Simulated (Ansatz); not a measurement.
# The cluster GaAs2−: one state, many levels

One table from this session's results is given with a row withheld; the runs are named, their logs left out.

Method: as each input shows; program: Ansatz 0.2.0, Gaussian basis.

Levels to be run: PBE-D4/def2-TZVPD, r2SCAN-D4/def2-TZVPD, r2SCANh-D4/def2-TZVPD, HSE06-D4/def2-TZVPD, BHLYP-D4/def2-TZVPD, r2SCAN0-D4/def2-TZVPD, ωB97X-V/def2-TZVPD, LC-ωPBE(0.10)/def2-TZVPD, LC-ωPBE(0.15)/def2-TZVPD, LC-ωPBE(0.20)/def2-TZVPD, LC-ωPBE(0.30)/def2-TZVPD, PBE-D4/def2-SVPD, PBE0-D4/def2-SVPD, HF/STO-3G, HF/6-31G, B3LYP-D4/6-31G, CCSD(T)/def2-TZVPPD, MP2/def2-TZVPD, RPA/def2-TZVPD.

### The structure

The geometry is that of the singlet, from an earlier relaxation (PBE-D4/def2-TZVPD). At that level it is the lowest of the isomers that a small search found.

3 atoms, charge -1, spin multiplicity 1.

Atoms are counted from 1 here; the program's logs count them from 0.

Bond lengths: Ga1–As2 2.588 Å, Ga1–As3 2.588 Å, As2–As3 2.295 Å. Angles: As2–Ga1–As3 52.6°, Ga1–As2–As3 63.7°, Ga1–As3–As2 63.7°.

The ion is computed in the gas phase, without counter-ions or solvent.

PBE0-D4/def2-TZVPD was run before; its log isn't repeated, and its numbers join the tables.

The first run:

start.molden holds the orbitals of an earlier run on this state, given as this run's starting guess.

in.yaml reads:

```yaml
crystal:
  periodic: [false, false, false]
  atoms:
    - {symbol: Ga, position_ang: [0.304004, -1.198205, 0.929638]}
    - {symbol: As, position_ang: [0.138655, 1.324768, 0.375473]}
    - {symbol: As, position_ang: [-0.442659, -0.126563, -1.305111]}
basis:
  gaussian: {orbitals: def2-TZVPD, initial_orbitals: start.molden}
total_charge: -1
hamiltonian: {xc: pbe, dispersion: d4}
scf: {omitted_lower_state_checks: [starts]}
output: {orbitals: {seedname: orbitals}}
```

Started as:

```sh
$ ansatz run in.yaml --threads 4 --pin off --events-out ev --progress --plain --max-ram 3916MiB
```

Steps of the session up to this table: PBE-D4/def2-TZVPD; r2SCAN-D4/def2-TZVPD; r2SCANh-D4/def2-TZVPD; HSE06-D4/def2-TZVPD; BHLYP-D4/def2-TZVPD; r2SCAN0-D4/def2-TZVPD; ωB97X-V/def2-TZVPD; LC-ωPBE(0.10)/def2-TZVPD; LC-ωPBE(0.15)/def2-TZVPD; LC-ωPBE(0.20)/def2-TZVPD; LC-ωPBE(0.30)/def2-TZVPD; PBE-D4/def2-SVPD; PBE0-D4/def2-SVPD; HF/STO-3G; HF/6-31G; B3LYP-D4/6-31G; CCSD(T)/def2-TZVPPD; MP2/def2-TZVPD; RPA/def2-TZVPD.

One table of the session follows, with a row left open; its other results are not shown here.

```
                   level  LUMO (eV)  gap (eV)
               HF/STO-3G       9.72      8.17
                HF/6-31G       4.54      6.80
        PBE-D4/def2-SVPD       1.22      0.68
       PBE-D4/def2-TZVPD       1.13      0.67
    r2SCAN-D4/def2-TZVPD       1.09      0.83
   r2SCANh-D4/def2-TZVPD       1.37      1.41
          B3LYP-D4/6-31G       1.77      1.85
       PBE0-D4/def2-SVPD       1.90      2.22
      PBE0-D4/def2-TZVPD       1.81      2.20
   r2SCAN0-D4/def2-TZVPD          ?         ?
     HSE06-D4/def2-TZVPD       1.44      1.46
     BHLYP-D4/def2-TZVPD       2.65      3.69
      ωB97X-V/def2-TZVPD       3.72      6.01
LC-ωPBE(0.10)/def2-TZVPD       2.52      3.42
LC-ωPBE(0.15)/def2-TZVPD       3.00      4.37
LC-ωPBE(0.20)/def2-TZVPD       3.33      5.05
LC-ωPBE(0.30)/def2-TZVPD       3.64      5.87
```

Q: Estimate the row for r2SCAN0-D4/def2-TZVPD from the others.

Worked estimate for «LUMO (eV)». Against the share of exact exchange, r2SCAN-D4/def2-TZVPD (0, 1.09), r2SCANh-D4/def2-TZVPD (0.1, 1.37) give a slope of 2.80 per unit share; at 0.25 the line stands at 1.79.

As computed: LUMO (eV): 1.77; gap (eV): 2.28. In «LUMO (eV)» the line misses by +0.02.
